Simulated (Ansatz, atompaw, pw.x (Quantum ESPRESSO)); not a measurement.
What a changed setting does to a pw.x run (bcc W)

Potential: PAW, atompaw 4.2.0.5, PBEsol; core [Kr] 4d10 4f14 5s2, reference 5p6 5d4 6s2 6p0; waves: 6s (bound): rc 2.50 bohr; 6s channel at -0.05 Ry: rc 2.50 bohr; 5p (bound): rc 1.55 bohr; 6p (bound, empty): rc 2.50 bohr; 5d (bound): rc 2.50 bohr; 5d channel at 0.45 Ry: rc 1.65 bohr; local part: bessel scheme, radius 2.25 bohr; core correction: smooth core density matched at 1.95 bohr; augmentation: sinc compensation charge, radius 2.25 bohr; PAW radius 2.50 bohr; waves and projectors: custom rrkj gramschmidtortho.

The reference run (k-mesh 15³, cutoffs 75/750 Ry, Fermi–Dirac 0.01 Ry, mixing_beta 0.4, conv_thr 1e-9, no spin) gives 2.37 GPa at 15.687 Å³/atom, where all-electron LAPW gives 0.22 GPa. This run, with its own iteration cap, changes k-mesh shift to 1.

```
&control
  calculation='scf', prefix='x', pseudo_dir='./', outdir='./tmp', tstress=.true., disk_io='none'
/
&system
  ibrav=0, nat=1, ntyp=1, ecutwfc=75, ecutrho=750, nbnd=14,
  occupations='smearing', smearing='fd', degauss=0.01
/
&electrons
  conv_thr=1e-09, mixing_beta=0.4, electron_maxstep=60
/
ATOMIC_SPECIES
W 1.0 W.UPF
CELL_PARAMETERS angstrom
  -1.57698163 1.57698163 1.57698163
  1.57698163 -1.57698163 1.57698163
  1.57698163 1.57698163 -1.57698163
ATOMIC_POSITIONS crystal
W 0.0000 0.0000 0.0000
K_POINTS automatic
15 15 15 1 1 1
```

```bash
pw.x < W.scf.in > W.scf.out
```

Question: How does the run end?

Answer: It converges in 8 iterations; the free energy moves by -6.0 meV/atom and the pressure by -0.14 GPa.

```
Message from routine setup:
     using ibrav=0 with symmetry is DISCOURAGED, use correct ibrav instead
     lattice parameter (alat)  =       5.1616  a.u.
     unit-cell volume          =     105.8611 (a.u.)^3
     number of electrons       =        12.00
     number of Kohn-Sham states=           14
     kinetic-energy cutoff     =      75.0000  Ry
     charge density cutoff     =     750.0000  Ry
     scf convergence threshold =      1.0E-09
     Exchange-correlation= SLA PW PSX PSC
     number of k points=   120  Fermi-Dirac smearing, width (Ry)=  0.0100
     negative rho (up, down):  3.348E-04 0.000E+00
     iteration #  1     ecut=    75.00 Ry     beta= 0.40
     negative rho (up, down):  2.229E-04 0.000E+00
     total energy              =    -711.03152103 Ry
     estimated scf accuracy    <       0.03579133 Ry
     iteration #  2     ecut=    75.00 Ry     beta= 0.40
     negative rho (up, down):  9.144E-05 0.000E+00
     total energy              =    -711.03180051 Ry
     estimated scf accuracy    <       0.00661550 Ry
     iteration #  3     ecut=    75.00 Ry     beta= 0.40
     negative rho (up, down):  5.810E-05 0.000E+00
     total energy              =    -711.03287342 Ry
     estimated scf accuracy    <       0.00032788 Ry
     [... 2 iterations left out ...]
     iteration #  6     ecut=    75.00 Ry     beta= 0.40
     negative rho (up, down):  5.784E-05 0.000E+00
     total energy              =    -711.03296394 Ry
     estimated scf accuracy    <       0.00000001 Ry
     iteration #  7     ecut=    75.00 Ry     beta= 0.40
     negative rho (up, down):  5.786E-05 0.000E+00
     total energy              =    -711.03296395 Ry
     estimated scf accuracy    <          1.8E-09 Ry
     iteration #  8     ecut=    75.00 Ry     beta= 0.40
     negative rho (up, down):  5.786E-05 0.000E+00
     the Fermi energy is    20.8181 ev
!    total energy              =    -711.03296395 Ry
     estimated scf accuracy    <          7.6E-11 Ry
     smearing contrib. (-TS)   =      -0.00193733 Ry
     The total energy is F=E-TS. E is the sum of the following terms:
     one-electron contribution =       5.39921184 Ry
     hartree contribution      =      10.19010891 Ry
     xc contribution           =     -13.99953127 Ry
     ewald contribution        =     -87.92591787 Ry
     one-center paw contrib.   =    -624.69489824 Ry
     convergence has been achieved in   8 iterations
     negative rho (up, down):  5.786E-05 0.000E+00
          total   stress  (Ry/bohr**3)                   (kbar)     P=       22.32
     Message from routine punch:
     Nothing written, as per user request (disk_io='none')
```

The run took about 29 s on one core of a shared host (Intel(R) Xeon(R) Platinum 8375C CPU @ 2.90GHz, 128 threads, 992 GiB, load 62).
